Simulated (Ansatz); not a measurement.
C₃H₅O, doublet: CASSCF and its corrections

Calculated in Ansatz's Gaussian-basis code. Basis cc-pVTZ, nonrelativistic, no frozen core. State-specific CASSCF; RHF is the lowest restricted (open-shell) Hartree–Fock solution met. No symmetry is imposed, so a solution can break that of the shape. No proof that the lowest CASSCF solution was found.

Geometry:

```csv
atom,x (Å),y (Å),z (Å)
C,0.0000,-1.4172,0.0080
C,0.0000,-0.0253,0.0292
C,0.0000,0.7246,1.1946
O,0.0000,0.5812,-1.2065
H,0.0000,-1.9782,0.9339
H,0.0000,-1.9541,-0.9326
H,0.0000,1.8108,1.1801
H,0.0000,0.2368,2.1616
H,0.0000,1.5424,-1.0823
```

Problem. What do CASSCF and its corrections give against RHF in CAS(5,4), and what are the occupations?

Solution. CASSCF -1.004 eV, SC-NEVPT2 -21.365 eV; occupations 2.00, 1.91, 1.00, 0.09.

Problem. Roughly how much CPU time does a whole run from the default start take (median of such runs, summed over threads; nearly all runs on one pinned thread of a shared server, mostly Xeon at 2.3 to 2.6 GHz, by a development driver)?

Solution. CAS(5,4): about 28 s. Other jobs ran beside these, and the count of passes differs.
